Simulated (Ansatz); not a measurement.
**B₂H (doublet): the correlation ladder, cc-pVTZ**

An exercise on one series of results from a longer session: the logs are not shown, and one member is left open.

Computed with Ansatz 0.2.0, Gaussian basis. Level: cc-pVTZ, core rule «outside noble gas», up to 2 orbitals frozen.

Plan: UHF; CCSD(T) on ROHF; CCSD(T) on UHF; BCCD(T) on ROHF; CCSDT(Q) on ROHF; CCSDT(Q) on UHF; CASSCF and MRCISD+Q, 7 electrons in 9 orbitals; CASSCF and NEVPT2, 7 electrons in 9 orbitals.

16 further runs of the same task are left out: 4 for a known fault of the program, 2 that didn't finish, 10 set aside as unsound or not needed.

### The system

The geometry is a PBE0/def2-TZVP stationary point (not a proven minimum).

3 atoms, charge 0, spin multiplicity 2.

Atoms are counted from 1 here; the program's logs count them from 0.

Bond lengths: B1–B2 1.523 Å, B1–H3 1.177 Å. Angles: B2–B1–H3 180.0°.

Set-up of the first run:

The input, in.yaml:

```yaml
crystal:
  periodic: [false, false, false]
  atoms:
    - {symbol: B, position_ang: [0.000000, 0.000000, 0.115089]}
    - {symbol: B, position_ang: [0.000000, 0.000000, -1.407623]}
    - {symbol: H, position_ang: [0.000000, 0.000000, 1.292533]}
basis:
  gaussian: {orbitals: cc-pVTZ}
magnetization: {spin_polarized: true, initial_magnetization: 1}
hamiltonian: {xc: hf}
output: {orbitals: {seedname: orbitals}}
```

The run is started by

```sh
ansatz run in.yaml --threads 1 --pin off --events-out ev --progress --plain --max-ram 2393MiB
```

Steps of the session up to this table: UHF; CCSD(T) on ROHF; CCSD(T) on UHF; BCCD(T) on ROHF; CCSDT(Q) on ROHF; CCSDT(Q) on UHF; CASSCF and MRCISD+Q, 7 electrons in 9 orbitals; CASSCF and NEVPT2, 7 electrons in 9 orbitals.

One table of the session follows, with a row left open; its other results are not shown here.

It belongs to the step «Misses and costs». 

```
          method  from RCCSDT(Q) (kJ/mol)
            ROHF                   +497.9
            RMP2                   +122.3
            UMP2                    +73.4
           RCCSD                    +42.6
           UCCSD                        ?
        RCCSD(T)                    +21.3
        UCCSD(T)                    -47.3
         BCCD(T)                    +21.3
          RCCSDT                     +6.7
          UCCSDT                    -83.1
       RCCSDT(Q)                        0
       UCCSDT(Q)                   -100.6
  CASSCF valence                   +281.4
  NEVPT2 valence                    +65.5
  MRCISD valence                    +15.2
MRCISD+Q valence                     +1.4
```

Q: Estimate the row for UCCSD from the others.

**Answer.** from RCCSDT(Q) (kJ/mol): -16.0. In the column «from RCCSDT(Q) (kJ/mol)» it lies between UCCSD(T) (-47.3) and RCCSDT(Q) (0).

Left out of the table: UHF (another determinant or state than the rows shown).

Caveats from the session: The determinant is far from a pure spin state, so its energy mixes those of several spin states (harmless only where they are near-degenerate, as at dissociation). The report flags that the cluster equations may have other roots. The program flags UCCSD(T), RCCSDT(Q), UCCSDT(Q) as in doubt, so the zero of the table is itself unsure. Warnings: spin contamination; coupled cluster took another determinant than the lowest. Restricted and unrestricted rows rest on different reference determinants; where their highest levels disagree by more than a few hundredths of an eV, they describe different states and don't form one ladder.
